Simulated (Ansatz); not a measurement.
## NH$_{3}$, singlet: reading a ladder of total energies

Geometry: MP2(full)/6-31G*, from the G2/97 set.

| atom | x (Å) | y (Å) | z (Å) |
| --- | --- | --- | --- |
| N | 0.0000 | 0.0000 | 0.0689 |
| H | 0.0000 | 0.9397 | -0.3194 |
| H | 0.8138 | -0.4699 | -0.3194 |
| H | -0.8138 | -0.4699 | -0.3194 |

Basis 6-31G* (Cartesian d functions); Ansatz 0.2.0. Correlated methods freeze the noble-gas cores, which leaves 8 electrons in 20 orbitals. R marks a restricted (for open shells ROHF) determinant.

Full CI is exact within this basis and frozen core; it isn't the basis-set limit.

Runs differ by some tens of microhartree through their thresholds, so steps under 0.03 kcal/mol mean nothing.

```json
{"level": "RHF", "total energy (hartree)": "-56.183841"}
{"level": "RMP2", "total energy (hartree)": "-56.354211"}
{"level": "RCCSD", "total energy (hartree)": "-56.369524"}
{"level": "RCCSD(T)", "total energy (hartree)": "-56.372040"}
{"level": "RCCSDT", "total energy (hartree)": "-56.372270"}
{"level": "RCCSDT(Q)", "total energy (hartree)": "-56.372633"}
{"level": "RCCSDTQ", "total energy (hartree)": "-56.372620"}
{"level": "full CI", "total energy (hartree)": "-56.372640"}
```

Problem. What is the correlation energy at full CI, and what share of it do RMP2 and RCCSD recover?

Solution. E(corr) = -56.372640 − (-56.183841) = -0.188799 hartree = -5.137 eV. RMP2: -0.170370 / -0.188799 = 90.24 %. RCCSD: -0.185683 / -0.188799 = 98.35 %.

Problem. By how many kcal/mol does RCCSD(T) miss full CI (1 hartree = 627.509 kcal/mol), and which steps make up the rest?

Solution. -56.372040 − (-56.372640) = 0.000600 hartree = 0.38 kcal/mol. Steps: RCCSDT − RCCSD(T) = -0.14, RCCSDT(Q) − RCCSDT = -0.23, RCCSDTQ − RCCSDT(Q) = 0.01, full CI − RCCSDTQ = -0.01 kcal/mol. That is within 1 kcal/mol of the reference in this basis, which itself misses far more of the correlation at the basis-set limit.
